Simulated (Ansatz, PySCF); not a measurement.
Reaction (SMILES): C[S] → C[S-] (an electron is taken up)
Geometries: B3LYP-D3(BJ)/def2-TZVP minima from Ansatz (an electronic-structure program).
Geometry of the first species:
```
C
H 1 1.0894
H 1 1.0894 2 110.92
H 1 1.0953 2 107.93 3 118.03
S 1 1.7974 2 111.69 4 116.67
```
Charge 0, spin multiplicity 2.

Quantity: adiabatic electron affinity (electronic energy difference), positive where the reaction releases energy, in eV. Cores are frozen in the correlated levels unless marked. Open shells are spin-unrestricted. Spin-orbit coupling is left out. No relativistic terms. Anions need diffuse functions: aug- sets have them; def2-D sets add few; the other sets have none. CBS marks a two-point X^-3 extrapolation of the correlation energy; Hartree-Fock from the larger set. [CCSD(T)-MP2]/basis is that difference in the basis named.

RI-MP2/CBS(aug-cc-pV(T+d)Z,aug-cc-pV(Q+d)Z)+[CCSD(T)-MP2]/aug-cc-pV(T+d)Z (Ansatz) gives 1.90 eV.

**Question.** Another calculation gave 1.73 eV. Which level was it?
A. BHLYP/def2-TZVPD (Ansatz)
B. HF/def2-TZVPD (PySCF)
C. SVWN5/def2-TZVPD (Ansatz)
D. BLYP/def2-TZVPD (Ansatz)

**Answer.** D, BLYP/def2-TZVPD (Ansatz). The others give 2.01 (SVWN5), 0.60 (HF), 1.58 (BHLYP) eV.
